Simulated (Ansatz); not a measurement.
## SiAg: from a trial structure to a relaxed crystal

Method: DFT PBE, scalar-relativistic, plane waves, PAW in Ansatz 0.2.0.

The start puts SiAg on the CuPt (L1_1) structure type (R-3m, No. 166), with Si in place of Cu, Ag in place of Pt, at a guessed volume.

The final relaxation ran on this input, with the default PAW datasets:

```yaml
crystal:
  lattice:
    - [1.4466347038, 0.8352149356, 4.6077994268]
    - [-1.4466347038, 0.8352149356, 4.6077994268]
    - [0.0, -1.6704298713, 4.6077994268]
  atoms:
    - { symbol: Si, position: [0.0, 0.0, 0.0] }
    - { symbol: Ag, position: [0.5, 0.5, 0.5] }
basis:
  ecutwfc: 420
kpoints:
  mp_grid: { grid: [24, 24, 24] }
hamiltonian:
  xc: pbe
scf:
  occupations: { method: gaussian, width: 0.1 }
output:
  forces: true
  stress: true
  eigenvalues: true
relax:
  adjacent_minimum: "off"
  f_tol: 0.01
  max_steps: 80
  cell: { stress_tol: 0.05 }
```

Launched as:

```bash
ansatz run input.yaml --threads 1 --pin off --max-ram 2560MiB --backend cpu --events-out ev --progress --plain --runs-dir out
```

It took 3.9 min on 1 thread of Arm Neoverse V2, on a shared host, peak memory 0.88 GiB.

End of the output:

```
SCF converged after 6 iterations
Free energy (F): -8225.722250 eV
Harris-Foulkes:  -8225.722250 eV  (|F-HF|=0.00e0)
Internal energy: -8225.719274 eV  (E = F + TS)
E sigma→0 (E₀):  -8225.720762 eV
Entropy (-TS):   -0.002976 eV (-1.488 meV/atom)
Fermi energy:    13.721575 eV
--- Per-component energies (eV) ---
  E_band       = -285.643617
  E_kinetic    = 565.455998
  E_local      = -3055.210865  (includes V_loc(G=0)·N_el)
  E_nonlocal   = 104.588735
  E_hartree    = 1396.516393
  E_xc         = -240.229326
  E_vxc        = -281.899909  (∫ρ·V_xc dr)
  E_paw        = -4413.088032  (= ΣΔE_a)
  E_vpaw       = -411.610669  (= ΣTr[D̂ρ^β])
  E_aug_tail   = 0.000318  (compensation charges beyond the density's cutoff)
  E_ewald      = -2583.752496
  E_smearing   = -0.002976  (= −TS)
  E_closure    =  0.000000  (closes the sum)
  Σ components = -8225.722250   (vs F -8225.722250, Δ=0.00e0)
--- Forces (eV/Å), atoms counted from 1 ---
  atom   1  Si     0.00000000     0.00000000     0.00000000
  atom   2  Ag     0.00000000     0.00000000     0.00000000
  max |Σ_I F_I| component: 2.82e-28 eV/Å
--- Stress (GPa, compression-positive) ---
        0.011151       0.000000       0.000000
        0.000000       0.011151       0.000000
        0.000000       0.000000      -0.048175
  P = ⅓ Tr σ = -0.0086 GPa (-0.086 kbar)
--- Relaxed structure (7 steps of the walk, 6 accepted, 1 SCFs on fresh bases) ---
  F+E_penalty+E_count = -8225.72225048 eV   max|allowed force component| = 1.283e-28 eV/Å   (the final SCF, on the basis selected at the relaxed cell)
  cell:  # Å, volume = 33.3443 Å³
    - [1.505558, 0.869234, 4.246550]
    - [-1.505558, 0.869234, 4.246550]
    - [0.000000, -1.738468, 4.246550]
  atoms:
    - { symbol: Si, position: [0.000000, 0.000000, 0.000000] }
    - { symbol: Ag, position: [0.500000, 0.500000, 0.500000] }
```

Total energies depend on the potentials used, so only differences within one code and one set of settings carry meaning.

The result has space group R-3m (No. 166). Si has 6 Ag at 2.74 Å and 6 Si at 3.01 Å; around Ag lie 6 Si at 2.74 Å and 6 Ag at 3.01 Å.

Against the elements it lies at 0.32 eV/atom. The zero of energy is the elements' standard structures at the same level; no fitted shifts are applied.

For metals, differences of a few meV/atom aren't resolved.

A structure relaxed within its symmetry needn't be a true minimum.